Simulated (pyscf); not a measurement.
# Four-centre exchange: H₂N–Al(NH₂)–NH₂ + water (H₂O) -> ammonia (NH₃) + H₂N–Al(NH₂)–OH

Gas phase, singlet surface, charge 0. Bonds broken: N1–Al2, O11–H12. Bonds formed: N1–H12, Al2–O11. Single points on ωB97X-D3(BJ)/def2-SVP structures (PySCF, gas phase).

Transition state (Å):

```xyz
13

N      0.8739     1.2219     0.2924
Al    -0.6597     0.0843     0.0498
N     -0.4439    -1.6088    -0.4876
N     -2.0686     1.0689    -0.4680
H      1.7898     0.8937    -0.0096
H      0.8138     2.2162     0.0796
H     -0.1361    -2.3675     0.1102
H     -0.5821    -1.9462    -1.4331
H     -2.0335     2.0400    -0.7577
H     -2.9887     0.6907    -0.6654
O     -0.3757     0.0536     1.9687
H      0.4075     0.7733     1.5653
H     -1.0271     0.4882     2.5318
```

One imaginary mode, 772i cm⁻¹; descent along it reached the two sides named, in the forms told below.

```tsv
bond	change	reactant side (Å)	saddle	product side
N1–Al2	breaks	1.859	1.925	2.042
O11–H12	breaks	1.001	1.138	2.575
N1–H12	forms	1.882	1.428	1.021
Al2–O11	forms	2.025	1.940	1.750
```

Electronic energies relative to the separated reactants (kcal/mol):

```csv
level,barrier,reaction energy,reverse barrier
ωB97X-D3(BJ)/def2-TZVP,-13.8,-12.8,-1.0
PBE/def2-TZVP,-15.1,-13.1,-2.0
r²SCAN/def2-TZVP,-15.8,-13.8,-2.1
B3LYP-D3(BJ)/def2-TZVP,-13.2,-13.4,0.3
PBE0-D3(BJ)/def2-TZVP,-15.3,-12.7,-2.6
M06-2X/def2-TZVP,-14.7,-12.9,-1.9
ωB97M-D3(BJ)/def2-TZVP,-13.1,-13.2,0.1
HF/def2-TZVP,-0.9,-14.3,13.4
```

With ωB97M-D3(BJ)/def2-TZVP energies and thermal terms (ideal gas, 1 atm, RRHO with modes under 100 cm⁻¹ raised to 100, one conformer, R ln 2 for chiral ones without a mode under 150 cm⁻¹), in kcal/mol:

| T (K) | ΔH‡ | ΔG‡ | ΔH | ΔG |
|---|---|---|---|---|
| 298 | -13.9 | -3.3 | -12.7 | -13.4 |
| 600 | -14.0 | 7.6 | -13.0 | -14.0 |
| 900 | -13.5 | 18.3 | -13.2 | -14.5 |
| 1200 | -12.8 | 28.8 | -13.3 | -14.9 |

On the reactant side the descent ends in an adduct with a Al–O contact, 16.2 kcal/mol under the separated species and 2.3 kcal/mol under the saddle at ωB97X-D3(BJ)/def2-TZVP. On the product side the descent ends in an adduct with a Al–N contact, 26.2 kcal/mol under the separated species and 25.1 kcal/mol under the saddle at ωB97X-D3(BJ)/def2-TZVP. At ωB97X-D3(BJ), PBE, r²SCAN, B3LYP-D3(BJ), PBE0-D3(BJ), M06-2X, ωB97M-D3(BJ), HF the saddle lies under the separated reactants, which points to a path from their complex (located at ωB97X-D3(BJ) alone). At ωB97X-D3(BJ), PBE, r²SCAN, PBE0-D3(BJ), M06-2X the saddle lies under the separated products, which points to a path from their complex (located at ωB97X-D3(BJ) alone). What is counted as formed (Al–O) is already present as a longer contact in the reactant adduct; forming that adduct is a step of its own. What is counted as broken (Al–N) persists as a longer contact in the product adduct; parting that adduct is a step of its own. This is the saddle that the search found; another between the same sides may lie lower.
